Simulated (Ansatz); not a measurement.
For litharge PbO, PBEsol+SOC (PAW; Ansatz, an electronic-structure program) gives:

equilibrium lattice constant a: 3.973 Å
lattice parameter c: 5.098 Å
band gap at the measured cell: 1.10 eV

What does HSE06 (Ansatz, plane waves, PAW) give for the same quantities?


- lattice constant a: 3.980 Å (rises by 0.2 %)
- lattice parameter c: 5.610 Å (grows by 10 %)
- band gap at the measured cell: 1.86 eV (goes up by 0.76 eV)

For comparison: lattice constant a 3.975 Å (measured, room temperature, no zero-point or thermal correction, our sources range from 3.964 to 3.975; as tabulated in Canepa et al. (2012), arXiv:1204.2842); lattice parameter c 5.023 Å (measured, room temperature, no zero-point or thermal correction, our sources range from 4.995 to 5.023; as tabulated in Canepa et al. (2012), arXiv:1204.2842).

Changes are worked out from the printed values.

Unless a cell is named, each level is at its own relaxed cell (PBEsol+SOC 20.12, HSE06 22.22 Å³/atom).

Levels without +SOC leave out spin–orbit coupling, which shifts energies and cells of such heavy elements.

Levels without +SOC have no spin–orbit coupling; where heavier elements are present it shifts gaps, mostly down, and can invert bands. Density-functional gaps are differences of (generalised) Kohn–Sham levels.

Caveats: the cell comes from a level without a dispersion term, which matters for the spacing of layers, chains or molecules (PBEsol+SOC, HSE06). Ansatz's density-functional and Hartree–Fock values are scalar-relativistic unless marked +SOC, with PAW data made under PBE.
